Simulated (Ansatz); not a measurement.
**CH2O2, singlet: CASSCF and its corrections**

Computed with Ansatz's Gaussian-basis code (development build). Basis cc-pVDZ, nonrelativistic, 3 orbitals frozen in the corrections. State-specific CASSCF; RHF is the lowest restricted (open-shell) Hartree–Fock solution met. Solutions may break the symmetry of the shape. The lowest solution met needn't be the lowest there is, nor hold the orbitals that a chemist would pick.

Geometry:

```xyz
5

O    -1.0409   -0.4364    0.0000
C     0.0000    0.4239    0.0000
O     1.1694    0.1037    0.0000
H    -0.6496   -1.3351    0.0000
H    -0.3778    1.4530    0.0000
```

Problem. What do CASSCF and its corrections give against RHF in CAS(4,3), and what are the occupations?

Solution. CASSCF -0.826 eV, SC-NEVPT2 -13.505 eV; occupations 2.00, 1.94, 0.06.

Problem. How do single-reference totals in the same basis and frozen core stand against SC-NEVPT2 in CAS(4,3)?

Solution. CCSD(T) -0.896 eV. Coupled cluster stands on the determinant that it favours, which can lie over the RHF solution above, and is in doubt where the occupations are far from 0, 1 and 2.
